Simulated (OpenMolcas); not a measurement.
Worked example: vertical energy of the triplet above the singlet of SO2 (sulfur dioxide)

SO2: 3 atoms, total charge 0, spin state singlet. As SMILES, `O=S=O`. The shape is that of a PBE0-D4/def2-TZVP optimisation.

```xyz
3

O    -0.9744    0.6459   -0.4595
S     0.2695    0.3574    0.1868
O     0.7049   -1.0033    0.2727
```

Both states at this one shape; open shells run unrestricted unless said. 1 Eh = 27.2114 eV.

```tsv
level	program	singlet SO2 (Eh)	triplet SO2 (Eh)
HF/STO-3G, open shells restricted	OpenMolcas	-540.602693	-540.560561
HF/STO-3G	OpenMolcas	-540.602693	-540.647980
B3LYP/STO-3G	OpenMolcas	-541.918172	-541.852204
M06-2X/STO-3G	OpenMolcas	-541.923599	-541.861379
```

Q: Work out the vertical gap, second state less first, at each level.

A: 
1. HF/STO-3G, open shells restricted: -540.560561 − (-540.602693) = 0.042132 Eh = 1.15 eV.
2. HF/STO-3G: -540.647980 − (-540.602693) = -0.045287 Eh = -1.23 eV.
3. B3LYP/STO-3G: -541.852204 − (-541.918172) = 0.065968 Eh = 1.80 eV.
4. M06-2X/STO-3G: -541.861379 − (-541.923599) = 0.062220 Eh = 1.69 eV.

No measured value is set beside it here; the levels span -1.23 to 1.80 eV. Hartree–Fock favours the state with fewer electron pairs, since it lacks pair correlation. Minimal sets are far from the basis-set limit.
